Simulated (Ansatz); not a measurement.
# Basis-set limit of BP2H, singlet

```xyz
4

P     0.0000   -0.2584    1.0345
B     0.0000    1.2536    0.0000
P     0.0000   -0.2584   -1.0345
H     0.0000    2.4367    0.0000
```

Connectivity, by distances: P–BH–P, closed to a ring.

Ansatz 0.2.0, RHF determinant, valence electrons correlated. Energies in eV.

```json
{"set": "def2-TZVPP", "X": "3", "functions": "129", "Hartree–Fock": "-19231.6358", "MP2 correlation": "-10.2310", "CCSD(T) correlation": "-11.6380", "time": "4.7 s on 1 thread of Arm Neoverse V2, on a shared host"}
{"set": "def2-QZVPP", "X": "4", "functions": "227", "Hartree–Fock": "-19232.1694", "MP2 correlation": "-10.9970", "CCSD(T) correlation": "-12.3129", "time": "2.6 min on 1 thread of Arm Neoverse V2, on a shared host"}
```

Hartree–Fock is taken to follow E(X) = E∞ + A·exp(−7.88·√X), correlation E(X) = E∞ + B·X^−2.97.

**Question.** Work out the CCSD(T) energy at the limit, and how far the shortcut misses it that extrapolates MP2 and adds CCSD(T) minus MP2 from the smaller set.

**Answer.** Hartree–Fock: E∞ = E4 + 0.1377·(E4 − E3) = -19232.2429. Correlation: E∞ = E4 + 0.7407·(E4 − E3) = -12.8129 for CCSD(T) and -11.5644 for MP2. The limit is -19245.0557 eV, 0.573 eV below def2-QZVPP. The shortcut gives a correlation energy of -11.5644 + (-1.4070) = -12.9714, 159 meV lower than the direct value.

Past Ne part of the Hartree–Fock step between the two sets comes from the cores, which don't follow the formula, so the 73 meV that it adds to the total can overshoot; that part largely cancels in differences.
